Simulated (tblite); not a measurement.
Compound: FH3P (charge +1).
InChI=1S/FH3P/c1-2/h2H3/q+1

Computed values, GFN2-xTB/tblite, gas phase, harmonic and unscaled. The method is semi-empirical: single wavenumbers can be off by several per cent or more. Modes of hydrogen on phosphorus can be 10 to 20 % off.

Harmonic wavenumbers (cm⁻¹): 749.7, 749.9, 863.9, 876.9, 877.1, 905.5, 2279.5, 2393.5, 2394.2.

A = 91891, B = 15027, C = 15026 MHz; mass 52.996 u (most abundant isotopes); point group C3v, symmetry number 3.

Q: What is the zero-point energy?

A: Half the sum of the wavenumbers: 6045 cm⁻¹ = 72.32 kJ/mol.

Q: Entropy at 500 K, 1 bar (ideal gas, RRHO, classical rotation)?

A: Translation 169.12, rotation 82.15, vibration 16.97: S = 268.2 J/(mol K).

Q: And Cp and H(500 K) − H(0)?

A: Cp = 66.00 J/(mol K), of which vibrations give 32.74 (their classical limit is 9 R = 74.8); H(500 K) − H(0) = 22.70 kJ/mol without the zero-point energy, 6.07 from vibrations.

Q: How do the functions run with temperature in this model?

A: 
| T (K) | S (J/(mol K)) | Cp (J/(mol K)) | H − H(0) (kJ/mol) | G − H(0) (kJ/mol) | ln q(vib) |
| --- | --- | --- | --- | --- | --- |
| 150 | 211.4 | 34.4 | 5.01 | -26.70 | 0.00 |
| 250 | 230.7 | 43.0 | 8.82 | -48.85 | 0.05 |
| 298.15 | 238.7 | 48.3 | 11.02 | -60.15 | 0.11 |
| 400 | 254.4 | 58.3 | 16.47 | -85.28 | 0.31 |
| 600 | 280.8 | 72.1 | 29.62 | -138.88 | 0.89 |
| 900 | 312.7 | 84.9 | 53.33 | -228.10 | 1.91 |

q(vib) and H(0) count from the zero-point level.

Q: Which modes carry the vibrational entropy at 500 K?

A: 749.7 cm⁻¹: 3.37; 749.9 cm⁻¹: 3.37; 863.9 cm⁻¹: 2.60; 876.9 cm⁻¹: 2.52; 877.1 cm⁻¹: 2.52; 905.5 cm⁻¹: 2.37 J/(mol K); the other 3 give 0.22 together.
